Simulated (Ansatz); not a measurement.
The input, for Ansatz 0.2.0:

```yaml
crystal:
  periodic: [false, false, false]
  atoms:
    - {symbol: Si, position_ang: [0.000000, 0.000000, 2.398474]}
    - {symbol: C, position_ang: [0.000000, 0.000000, -0.659526]}
    - {symbol: H, position_ang: [0.000000, 0.000000, -1.738949]}
basis:
  gaussian: {orbitals: STO-3G}
magnetization: {spin_polarized: false, initial_magnetization: 1}
correlation: {active_space: {ras: {orbitals: [4, 1, 4], electrons: 9, max_holes: 4, max_particles: 4}, fixed_orbitals: true}}
output: {forces: true}
```

```sh
$ ansatz run in.yaml --threads 1 --pin off --events-out ev --progress --plain --max-ram 2393MiB
```

Log:

```
164 factors; integrals over basis functions are off by at most 3.8e-5 eV
mean field evaluation 1: about -8768.0440 eV, gradient 3.1e1 eV
mean field evaluation 2: about -8768.0640 eV, gradient 3.1e1 eV
mean field evaluation 4: about -8790.9707 eV, gradient 3.8e0 eV
mean field evaluation 8: about -8790.8784 eV, gradient 8.0e0 eV
mean field evaluation 16: about -8791.2589 eV, gradient 4.8e-4 eV
mean field evaluation 32: about -8793.5021 eV, gradient 1.5e0 eV
mean field evaluation 64: about -8790.5643 eV, gradient 3.9e-1 eV
mean field evaluation 96: about -8789.1106 eV, gradient 1.5e-3 eV
mean field evaluation 128: about -8791.3231 eV, gradient 3.3e0 eV
mean field evaluation 160: about -8793.1653 eV, gradient 1.2e0 eV
mean field evaluation 192: about -8792.7969 eV, gradient 2.3e-5 eV
mean field evaluation 224: about -8793.4889 eV, gradient 3.4e-2 eV
mean field -8793.54946569 eV, -323.1569823821 hartree, gradient 2.0e-6 eV, S^2 0.750000; 22 other end points of the search recorded, 0 dependent functions left out
reference -8793.54946569 eV, -323.1569823821 hartree; 11, 10 occupied and 4, 5 virtual orbitals, 164 factors
state -8797.70558270 eV, -323.3097168651 hartree
the calculation of the forces begins
Total energy: -8797.70558270 eV, -323.3097168651 hartree
Atom 0 at     0.000000     0.000000     2.398474 Å, force     0.000000    -0.000000    -1.681254 eV/Å
Atom 1 at     0.000000     0.000000    -0.659526 Å, force     0.000000     0.000000     2.738747 eV/Å
Atom 2 at     0.000000     0.000000    -1.738949 Å, force    -0.000000    -0.000000    -1.057493 eV/Å
Dipole moment:    -0.000000    -0.000000     0.250948 e Å
```

Natural occupations: 1.9779 1.9655 1.4823 1.0893 0.9915 0.9105 0.5194 0.0412 0.0222.

Forces (eV/Å):
```
Si   0.000  0.000 -1.681
C    0.000  0.000  2.739
H    0.000  0.000 -1.057
```

Ran on 1 thread of Arm Neoverse N1, shared host: 1.9 s wall, 0.21 GiB peak host memory.
